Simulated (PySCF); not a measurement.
Computed data sheet: H3PO4 (`O=P(O)(O)O`)

Species: H3PO4.
Bonds: O1–P2 (double), P2–O3, P2–O4, P2–O5. Hydrogens: H6 on O3; H7 on O4; H8 on O5.

From PBE0-D3(BJ)/def2-SVP geometry optimisation, gas phase (PySCF):

```
Rotational constants A, B, C : 4.471, 4.424, 4.411 GHz
```

**B3LYP/pcSseg-1 ground state and GIAO shieldings, non-relativistic (PySCF)**

```
Dipole moment                                               : 0.08 D
HOMO energy                                                 : -8.48 eV
LUMO energy                                                 : -0.04 eV
HOMO–LUMO gap                                               : 8.44 eV
1H chemical shifts (computed TMS as zero) by class          : 2.88 (H6/H7/H8) ppm
Isotropic shieldings of nuclei other than C and H, by class : 163 (O1), 224 (O3/O4/O5), 297 (P2) ppm
```

Monoisotopic mass from the formula: 97.9769 u.

The rotational constants are those of a nearly spherical top. With B = h/(8π²I), that is 505.379 GHz u Å² over I, the principal moments of inertia are 113.0, 114.2 and 114.6 u Å² (most abundant isotopes).

For the geometry optimisation (PBE0-D3(BJ)/def2-SVP), rough CPU time on one thread of a shared machine: about 40 s.

Shape of the structure used: `[O:1]=[P:2]([OH:3])([OH:4])[OH:5]`: H–O3–P2–O1 35°, H–O4–P2–O1 31°, H–O5–P2–O1 35°.

One conformer stands for the species.
